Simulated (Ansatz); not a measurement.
# SiBH7: functionals against CCSD(T) at one geometry

An exercise on one series of results from a longer session: the logs are not shown, and one member is left open.

Computed with Ansatz 0.2.0, Gaussian basis. Level: single points in def2-TZVPP.

Cores are frozen in the correlated methods.

### The system as given

9 atoms, charge 0, spin multiplicity 1.

Atoms are counted from 1 here; the program's logs count them from 0.

Bond lengths: B1–H3 1.030 Å, B1–H4 1.064 Å, B1–H5 1.255 Å, Si2–H8 1.514 Å, Si2–H9 1.314 Å. Angles: H3–B1–H4 128.6°, H3–B1–H5 108.7°, H4–B1–H5 110.7°, H8–Si2–H9 119.3°.

As a file:

```mol
BH7Si
  3D, bonds by distance, orders not assigned

  9  5  0  0  0  0  0  0  0  0999 V2000
   -1.1294    0.0715   -0.6181 B   0  0
    0.7870   -0.5777    0.6524 Si  0  0
   -1.8750    0.1116    0.0911 H   0  0
   -1.2174    0.1210   -1.6775 H   0  0
   -0.1600    0.7629   -0.2214 H   0  0
   -0.6166    2.0285   -0.4457 H   0  0
    2.2503   -0.0908   -0.2676 H   0  0
    0.9091   -0.0275    2.0571 H   0  0
    0.9661   -1.8628    0.4472 H   0  0
  1  3  8  0
  1  4  8  0
  1  5  8  0
  2  8  8  0
  2  9  8  0
M  END
```

Set-up of the first run:

Contents of run/in.yaml:

```yaml
crystal:
  periodic: [false, false, false]
  atoms:
    - {symbol: B, position_ang: [-1.129400, 0.071500, -0.618100]}
    - {symbol: Si, position_ang: [0.787000, -0.577700, 0.652400]}
    - {symbol: H, position_ang: [-1.875000, 0.111600, 0.091100]}
    - {symbol: H, position_ang: [-1.217400, 0.121000, -1.677500]}
    - {symbol: H, position_ang: [-0.160000, 0.762900, -0.221400]}
    - {symbol: H, position_ang: [-0.616600, 2.028500, -0.445700]}
    - {symbol: H, position_ang: [2.250300, -0.090800, -0.267600]}
    - {symbol: H, position_ang: [0.909100, -0.027500, 2.057100]}
    - {symbol: H, position_ang: [0.966100, -1.862800, 0.447200]}
basis:
  gaussian: {orbitals: def2-TZVPP}
correlation: {method: ccsd_t}
output: {forces: true}
```

No record of the launch command was kept for these runs.

Among the steps run: CCSD(T)/def2-TZVPP; PBE0-D4/def2-TZVPP; wB97M-V/def2-TZVPP; r2SCAN-D4/def2-TZVPP; PBE-D4/def2-TZVPP; BHLYP-D4/def2-TZVPP; SPW92/def2-TZVPP.

One table of the session follows, with a row left open; its other results are not shown here.

```
   method  RMS force component (eV/Å)  angle to CCSD(T) forces (°)  dipole (D)
  CCSD(T)                       2.358                    reference        1.56
  PBE0-D4                       2.365                          3.2        1.51
  wB97M-V                           ?                            ?           ?
r2SCAN-D4                       2.343                          2.2        1.52
   PBE-D4                       2.338                          3.7        1.43
 BHLYP-D4                       2.299                          5.1        1.73
    SPW92                       2.397                          3.6        1.34
```

Estimate the missing values for wB97M-V.

As computed: RMS force component (eV/Å): 2.342; angle to CCSD(T) forces (°): 3.9; dipole (D): 1.65. In the column «RMS force component (eV/Å)» it lies between PBE-D4 (2.338) and r2SCAN-D4 (2.343).
